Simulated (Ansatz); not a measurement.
Input for Ansatz (development build ahead of 0.2.0):

```yaml
crystal:
  periodic: [false, false, false]
  atoms:
    - { symbol: O, position_ang: [0.0, 0.0, -0.09981] }
    - { symbol: H, position_ang: [0.0, 0.0, 0.7985] }
basis:
  gaussian: { orbitals: cc-pVDZ }
magnetization:
  spin_polarized: true
  initial_magnetization: 1
hamiltonian:
  xc: hf
correlation:
  method: mp2
  frozen_orbitals: { H: 0, O: 1 }
```

The input is written out in the form of the current development build from the run's settings.

Output:

```json
{"Converged": "yes", "Reference energy": "-75.38979 hartree", "Correlation energy": "-0.14658 hartree", "Total energy": "-75.53636 hartree", "Spin squared of the determinant": "0.754"}
```
